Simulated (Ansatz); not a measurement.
A made-up structure of SiH₂OF (charge -1), closed shell:

O1  (-1.267, 0.657, 0.846)
Si2  (-0.104, 0.049, 0.022)
F3  (1.214, -0.453, 0.876)
H4  (-1.682, 1.333, 1.404)
H5  (0.569, 0.967, -0.987)
(Å)

It is relaxed with PBE-D4/def2-SVPD and then PBE0-D4/def2-TZVPD (Ansatz 0.2.0). Atoms count as bonded within 1.22 times the sum of their covalent radii (H–H: 0.88 Å). The end point is not checked to be a true minimum.

Q: Does its bonding change? (Judge from chemistry; the calculation decides.)

A: The calculation gives: No: no bond forms or breaks.

Where it ends: The first stage lowers the energy by 1.64 eV in 11 steps. It ends as SiH₂OF ([OH][SiH][F]), total charge -1:
O1  (-1.417, 0.513, 0.825)
Si2  (-0.160, -0.189, -0.135)
F3  (1.070, -0.273, 1.031)
H4  (-1.141, 1.350, 1.206)
H5  (0.378, 1.152, -0.766)
(Å)

Labels in which every atom is bracketed show which atoms are joined, not bond orders.

For scale, one of the runs: PBE0-D4/def2-TZVPD relaxation, 141 basis functions, launched by `ansatz run in.yaml --threads 2 --pin off --events-out ev --progress --plain --max-ram 4352MiB`. Hardware: 2 CPU threads of an Arm Neoverse V1, shared host. Wall time about 18 s.
